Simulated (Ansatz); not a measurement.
K⁺ beside CO: one fragment in the basis of the whole pair (the partner's atoms are ghosts).

Input (in.yaml):

```yaml
crystal:
  periodic: [false, false, false]
  atoms:
    - {symbol: C, position_ang: [0.025988, 0.007587, 0.662586]}
    - {symbol: O, position_ang: [0.070321, 0.020587, 1.778484]}
basis:
  gaussian:
    orbitals: def2-SVP
    ghost_atoms:
      - {symbol: K, position_ang: [-0.096308, -0.028274, -2.441070]}
hamiltonian: {xc: pbe0, dispersion: d4}
```

Command:

```bash
ansatz run in.yaml --threads 2 --pin off --events-out ev --progress --plain --max-ram 5222MiB
```

The run's output (Ansatz 0.2.0):

```
Functional definition: PBE0
  name "PBE0"
  cite "Adamo & Barone, J. Chem. Phys. 110, 6158 (1999) doi:10.1063/1.478522"
  cite "Perdew, Burke & Ernzerhof, Phys. Rev. Lett. 77, 3865 (1996) doi:10.1103/PhysRevLett.77.3865"
  parent pbe
  parameter a = 0.25
  parameter kappa = 0.804
  parameter beta = 0.06672455060314922
  exchange = (1 - a)*pbe_x(kappa = kappa, mu = beta*pi^2/3) + a*exact_x
  correlation = pbe_c(beta = beta)
483 factors; their error is unknown
mean field evaluation 1: about -3076.3707 eV, gradient 2.6e1 eV
mean field evaluation 2: about -3073.6200 eV, gradient 4.8e1 eV
mean field evaluation 4: about -3077.5071 eV, gradient 3.7e-1 eV
mean field evaluation 8: about -3077.5154 eV, gradient 1.4e-3 eV
mean field -3077.51535425 eV, -113.0966032540 hartree, gradient 7.1e-5 eV, S^2 0.000000; 0 other end points of the search recorded, 0 dependent functions left out
reference -3077.51539487 eV, -113.0966047465 hartree; 7, 7 occupied and 45, 45 virtual orbitals, 483 factors
Total energy: -3077.52399497 eV, -113.0969207944 hartree
```

The lines “mean field evaluation” count trial sets of orbitals through the whole run, from several starts and some on an approximate energy, so they need not fall steadily or lie above the final value.

Hardware: 2 CPU threads of an Arm Neoverse V2, shared host. Wall time about 0.35 s.
